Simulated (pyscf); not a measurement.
# Hydrogen abstraction: `[SH2]` + `[SiH3]` [doublet] -> `[SH]` [doublet] + `[SiH4]`

Gas phase, doublet surface, charge 0. Bonds broken: S1–H2. Bonds formed: H2–Si4. Single points on ωB97X-D3(BJ)/def2-SVP structures (PySCF, gas phase). Correlated levels are frozen-core, on RHF or UHF. ΔMP2 is the change of the MP2 total energy from the triple- to the quadruple-zeta basis.

Transition state (Å):

```xyz
7

S      0.2882    -0.7836     1.7335
H     -0.4914    -0.0826     0.6007
H      0.1009    -1.9678     1.1182
Si    -1.0903     0.5636    -0.9510
H     -2.5501     0.8538    -0.8657
H     -0.3050     1.7982    -1.2303
H     -0.8113    -0.4885    -1.9696
```

One imaginary mode, 1121i cm⁻¹; descent along it reached the two sides named.

```
bond    change  reactant side (Å)  saddle  product side
------  ------  -----------------  ------  ------------
S1–H2   breaks              1.346   1.544           3.3
H2–Si4   forms                3.6   1.784         1.490
```

Electronic energies relative to the separated reactants (eV):

```csv
level,barrier,reaction energy,reverse barrier
ωB97X-D3(BJ)/def2-TZVP,0.09,-0.09,0.18
PBE/def2-TZVP,-0.04,+0.12,-0.15
r²SCAN/def2-TZVP,0.04,+0.06,-0.02
B3LYP-D3(BJ)/def2-TZVP,0.01,-0.07,0.08
PBE0-D3(BJ)/def2-TZVP,0.03,+0.05,-0.01
M06-2X/def2-TZVP,0.20,+0.02,0.18
ωB97M-D3(BJ)/def2-TZVP,0.17,-0.07,0.23
HF/def2-TZVP,0.64,-0.34,0.98
MP2/def2-QZVPP,0.28,+0.03,0.25
CCSD/def2-TZVPP,0.31,-0.10,0.41
CCSD(T)/def2-TZVPP,0.25,-0.06,0.31
CCSD(T)/def2-TZVPP + ΔMP2(QZVPP),0.22,-0.05,0.27
```

With CCSD(T)/def2-TZVPP + ΔMP2(QZVPP) energies and thermal terms (ideal gas, 1 atm, RRHO with modes under 100 cm⁻¹ raised to 100, one conformer, R ln 2 for rigid chiral ones), in eV:

| T (K) | ΔH‡ | ΔG‡ | ΔH | ΔG |
|---|---|---|---|---|
| 298 | 0.14 | 0.48 | -0.04 | +0.04 |
| 600 | 0.17 | 0.80 | -0.03 | +0.13 |
| 900 | 0.22 | 1.11 | -0.02 | +0.21 |
| 1200 | 0.26 | 1.40 | -0.01 | +0.28 |

At PBE this geometry lies under the reactants; that is no barrier but a single point on another level's saddle; such a level's own saddle, if it has one, lies nearer that side and is low. At PBE, r²SCAN, PBE0-D3(BJ) this geometry lies under the product side: in single points on another level's saddle the reverse barrier vanishes, and the forward threshold there is about the reaction energy. One saddle was located; it need not be the lowest between these sides. The angle at the transferred H is 166°. The CCSD(T) − MP2 part came from Ansatz, without density fitting, on the same reference. Left out: orbital degeneracy and the spin-orbit lowering of SH.
